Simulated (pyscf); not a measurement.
Insertion: GeH₂ (SMILES [GeH2]) [singlet] + H₃C–OH (SMILES CO) → HO–CH₂–GeH₃ (SMILES O[CH2][GeH3])

Gas phase, singlet surface, charge 0. Bonds broken: C4–H6. Bonds formed: Ge1–C4, Ge1–H6. Single points on ωB97X-D3(BJ)/def2-SVP structures (PySCF, gas phase). Correlated levels are frozen-core, on RHF or UHF. ΔMP2 is the change of the MP2 total energy from the triple- to the quadruple-zeta basis.

Transition state (Å):

```xyz
9

Ge     0.8183    -0.0530     0.6707
H     -0.4961     0.5195     1.2391
H      0.5456    -1.5132     0.2546
C     -0.1210     0.6542    -1.3666
O     -0.5736     1.9517    -1.2499
H      1.3554     0.7562    -0.5219
H     -0.9069    -0.1118    -1.4361
H      0.5397     0.5760    -2.2400
H     -1.2260     1.9843    -0.5406
```

One imaginary mode, 1161i cm⁻¹; descent along it reached the two sides named, in the forms told below.

```json
[
 {"bond": "C4–H6", "change": "breaks", "reactant side (Å)": "1.134", "saddle": "1.704", "product side": "2.9"},
 {"bond": "Ge1–C4", "change": "forms", "reactant side (Å)": "2.9", "saddle": "2.352", "product side": "1.969"},
 {"bond": "Ge1–H6", "change": "forms", "reactant side (Å)": "2.103", "saddle": "1.538", "product side": "1.536"}
]
```

Electronic energies relative to the separated reactants (kJ/mol):

```
level                             barrier  reaction energy  reverse barrier
--------------------------------  -------  ---------------  ---------------
ωB97X-D3(BJ)/def2-TZVP              109.8           -153.4            263.1
PBE/def2-TZVP                        66.9           -134.0            200.9
r²SCAN/def2-TZVP                     64.0           -153.2            217.2
B3LYP-D3(BJ)/def2-TZVP              100.7           -125.9            226.6
PBE0-D3(BJ)/def2-TZVP                82.6           -148.3            230.9
M06-2X/def2-TZVP                    113.0           -135.1            248.1
ωB97M-D3(BJ)/def2-TZVP              117.1           -129.0            246.1
HF/def2-TZVP                        209.4           -110.8            320.2
MP2/def2-QZVPP                       78.8           -160.5            239.3
CCSD/def2-TZVPP                     117.3           -142.3            259.6
CCSD(T)/def2-TZVPP                   96.1           -147.7            243.8
CCSD(T)/def2-TZVPP + ΔMP2(QZVPP)     92.9           -145.1            238.0
```

With CCSD(T)/def2-TZVPP + ΔMP2(QZVPP) energies and thermal terms (ideal gas, 1 atm, RRHO with modes under 100 cm⁻¹ raised to 100, one conformer, R ln 2 for chiral ones without a mode under 150 cm⁻¹), in kJ/mol:

```csv
T (K),ΔH‡,ΔG‡,ΔH,ΔG
298,90.4,134.3,-142.6,-97.2
600,92.5,178.1,-139.3,-52.2
900,95.7,220.2,-134.3,-9.7
1200,98.9,261.2,-128.9,+31.0
```

On the reactant side the descent ends in a complex, 22.5 kJ/mol under the separated species and 132.3 kJ/mol under the saddle at ωB97X-D3(BJ)/def2-TZVP. The same reactants have a lower exit, to H₃C–O–GeH₃ (barrier +69.5 kJ/mol at ωB97M-D3(BJ)/def2-TZVP, against +117.1 kJ/mol here). One saddle was located; it need not be the lowest between these sides. The CCSD(T) − MP2 part came from Ansatz, without density fitting, on the same reference. The frozen core leaves the outer d or s,p core shells of the metals and heavy elements correlated in the MP2 and CC values, and def2-TZVPP describes them poorly, which can shift differences by a few kcal/mol. Elements up to Kr have no core potential and no relativistic terms here.
